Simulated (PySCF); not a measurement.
How the functional moves excitation energies

AlFH5N.
Bonds: N1–Al2, Al2–F3. Hydrogens: H4, H5, H6 on N1; H7, H8 on Al2.

Linear-response calculations in the def2-SVPD basis (PySCF; singlets by full response, triplets Tamm–Dancoff, core orbitals frozen in the response; HF means time-dependent Hartree–Fock). 'Strongest' is the level of largest summed f among the singlets computed (10 roots, of which the last may lack a degenerate partner); it can jump between rows when another state enters that window. S1 is the lowest singlet of each run and needn't be the same state throughout; f(S1) is that of one state. Isolated species at its PBE0-D3(BJ)/def2-SVP geometry, gas phase.

```tsv
functional	kind	S1 (eV)	f(S1)	strongest (eV)	T1 (eV)	HOMO (eV)	gap (eV)	ionisation energy, ΔSCF (eV)
LDA	LDA	5.05	0.003	7.31	4.95	-6.29	5.01	9.76
PBE	GGA	5.07	0.002	7.35	4.96	-6.27	5.03	9.72
B3LYP	global hybrid, 20% exact exchange	5.76	0.004	7.88	5.62	-7.40	6.58	10.07
PBE0	global hybrid, 25% exact exchange	6.04	0.007	8.08	5.83	-7.58	7.10	10.03
BHandHLYP	global hybrid, 50% exact exchange	6.70	0.013	8.62	6.41	-8.84	8.86	10.22
HF	Hartree–Fock	7.78	0.023	9.78	6.90	-10.82	12.29	not settled
```

Question: What does CAM-B3LYP (range-separated hybrid) give?

Answer: S1 (eV) 6.44, f(S1) 0.013, strongest (eV) 8.38, T1 (eV) 6.17, HOMO (eV) -9.01, gap (eV) 9.17, ionisation energy, ΔSCF (eV) 10.22. S1 runs from 5.05 eV (LDA) to 7.78 eV (HF), a spread of 2.73 eV, while the orbital gap spreads over 7.3 eV. Along PBE (0%), B3LYP (20%), PBE0 (25%), BHandHLYP (50%), HF (100%) S1 rises with the share of exact exchange. −ε(HOMO) comes closest to its own ΔSCF ionisation energy with CAM-B3LYP (-1.21 eV) and misses most with LDA (-3.46 eV). 'Not settled' means that the ion's SCF failed to converge or may have ended in another state than the lowest.

Without π bonds the low states are Rydberg-like; a valence basis with one diffuse set may place them up to an eV too high.
